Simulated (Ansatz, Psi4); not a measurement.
**[SF3]+: a line through the functionals**

The species is [SF3]+ (4 atoms), meant as a singlet with charge +1. SMILES: `F[S+](F)F`. The shape is that of a PBE0-D4/def2-TZVP optimisation.

The HOMO–LUMO gap y, in eV, basis 6-311+G(d,p); a is the functional's share of exact exchange. Programs: Ansatz 0.2.0, Psi4 1.11.

| functional | program | a | y (eV) |
| --- | --- | --- | --- |
| revPBE | Ansatz | 0 | 7.37 |
| PBE | Ansatz | 0 | 7.35 |
| TPSSh | Psi4 | 0.1 | ? |
| B3LYP | Ansatz | 0.2 | 9.60 |
| PBE0 | Ansatz | 0.25 | 10.12 |
| r2SCAN0 | Ansatz | 0.25 | 10.52 |
| BHLYP | Ansatz | 0.5 | 12.95 |

Fit y = c + s·a to the known rows and predict TPSSh.


1. Means of the 6 rows: a = 0.2000, y = 9.652.
2. Σ(Δa)² = 0.175, Σ(Δa·Δy) = 1.973, so the slope is 1.973/0.175 = 11.274.
3. Intercept: 9.652 − (11.274) × 0.2000 = 7.397. The largest residual of the fit is 0.30.
4. TPSSh: 7.397 + (11.274) × 0.1 = 8.52 eV.

The run gave 8.67 eV, so the prediction is off by -0.15 eV, within the largest residual. Exact exchange lowers occupied levels and raises empty ones. The rows mix families of semi-local functionals, which the line can't see.
